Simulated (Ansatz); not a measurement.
Relaxation of BFH5N (8 atoms, charge 0, multiplicity 1), to a largest force component of 0.03 eV/Å in at most 50 steps.

Theory: Ansatz 0.2.0, RKS B3LYP/def2-SVP.

```xyz
8
Properties=species:S:1:pos:R:3
B 0.069 0.421 -0.399
F 0.086 0.099 2.110
N 1.322 0.063 -0.877
H 1.523 -0.854 -1.259
H 2.134 0.667 -0.822
H -0.862 -0.333 -0.516
H -0.092 1.539 0.008
H -0.147 0.923 1.758
```

Task: Where does it end, and by what steps?

Result: It converged. After 7 steps the energy has fallen by 0.062 eV; F2 moved furthest, 0.35 Å.

```tsv
step	energy less start (eV)	largest force component (eV/Å)	accepted
0	0.0000	0.420	yes
1	-0.0161	1.383	yes
2	-0.0325	1.237	yes
3	0.0075	0.979	no
4	-0.0538	0.460	yes
5	-0.0594	0.224	yes
6	-0.0505	0.329	no
7	-0.0619	0.010	yes
```

```xyz
8
Properties=species:S:1:pos:R:3
B 0.067 0.377 -0.451
F 0.018 0.284 2.400
N 1.329 0.059 -0.924
H 1.531 -0.804 -1.416
H 2.145 0.644 -0.782
H -0.870 -0.354 -0.638
H -0.078 1.441 0.121
H -0.108 0.879 1.694
```

Whether the end is a true minimum wasn't checked by a vibrational analysis.

Run time: 8.5 s on 1 thread of Intel(R) Xeon(R) 6975P-C (Granite Rapids), on a shared host, peak memory 0.14 GiB.
